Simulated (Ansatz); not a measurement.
## Ansatz (development build ahead of 0.2.0) run

```yaml
crystal:
  periodic: [false, false, false]
  atoms:
    - { symbol: B, position_ang: [0.0, 0.0, -0.61156] }
    - { symbol: H, position_ang: [0.0, 0.0, 0.61156] }
basis:
  gaussian: { orbitals: def2-SVP }
total_charge: 1
magnetization:
  initial_magnetization: 1
hamiltonian:
  xc: hf
correlation:
  method: ccsd_t
  frozen_orbitals: { B: 1, H: 0 }
scf:
  omitted_lower_state_checks: [starts, atomic_configurations, cluster_reference, orbital_swaps, given_window_search, neighbouring_geometries, increment]
```

The input is written out in the form of the current development build from the run's settings. Correlation on restricted open-shell orbitals is semicanonical, with singles.

The run gave:

```yaml
Converged: yes
Reference_energy: -24.78977 hartree
Correlation_energy: -0.04642 hartree
Total_energy: -24.83619 hartree
Stability_test: minimum among restricted orbitals
```
